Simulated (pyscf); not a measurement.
H₂C=CH–SiH₃ (SMILES C=C[SiH3]) + HCl (SMILES Cl) → H₂C=CH₂ (SMILES C=C) + H₃Si–Cl (SMILES [SiH3]Cl) (four-centre exchange; singlet surface; C–Si, Cl–H broken, C–H, Cl–Si formed). Structures and frequencies: ωB97X-D3(BJ)/def2-SVP in PySCF. Correlated levels are frozen-core, on RHF or UHF. ΔMP2 is the change of the MP2 total energy from the triple- to the quadruple-zeta basis. Rate constants from transition-state theory, CCSD(T)/def2-TZVPP + ΔMP2(QZVPP) energies (ideal gas, 1 atm, RRHO with modes under 100 cm⁻¹ raised to 100, one conformer, R ln 2 for chiral ones without a mode under 150 cm⁻¹; no tunnelling), k in cm³ molecule⁻¹ s⁻¹.

| T (K) | 1000/T | log10 k |
|---|---|---|
| 298 | 3.354 | -40.79 |
| 600 | 1.667 | -26.82 |
| 900 | 1.111 | ? |
| 1200 | 0.833 | -19.61 |

Question: Fit an Arrhenius line to the three values, give the activation energy, and predict k at 900 K.

Answer: Least squares gives log10 k = -12.71 − 8.38 × 1000/T, so Ea = 8.38 × ln 10 × 1.987 = 38.3 kcal/mol, against an electronic barrier of 36.2. At 900 K the line gives -22.02; the computed value is -22.08 (ΔG‡ = 67.7 kcal/mol), close to the line. One saddle was located; it need not be the lowest between these sides. The CCSD(T) − MP2 part came from Ansatz, without density fitting, on the same reference.
